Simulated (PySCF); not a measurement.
Stepwise substitution at one centre (Si SH-H). All species are isolated molecules in the gas phase. One relaxed conformer stands for each flexible species; it need not be the lowest. Strings in code marks are SMILES.

The HOMO–LUMO gap from two functionals at the same geometries (PBE0-D3(BJ)/def2-TZVP), both in PySCF: PBE-D3(BJ)/def2-TZVP and PBE0-D3(BJ)/def2-TZVP. 

| species | PBE0-D3(BJ)/def2-TZVP (eV) |
|---|---|
| 0 of 4 SH replaced by H (`S[Si](S)(S)S`) | 7.16 |
| 2 of 4 SH replaced by H | 7.38 |
| 3 of 4 SH replaced by H | 7.62 |
| 4 of 4 SH replaced by H (`[SiH4]`) | 10.93 |

**Question.** What does PBE-D3(BJ)/def2-TZVP give for each?

**Answer.** 
- 0 of 4 SH replaced by H (`S[Si](S)(S)S`): 5.02
- 2 of 4 SH replaced by H: 5.23
- 3 of 4 SH replaced by H: 5.54
- 4 of 4 SH replaced by H (`[SiH4]`): 8.74
Over these rows, drawn at random from the members with no instability flagged (it was tested for open shells, ions and some series alone), PBE minus PBE0-D3(BJ): mean -2.14 eV, from -2.19 eV to -2.08 eV.
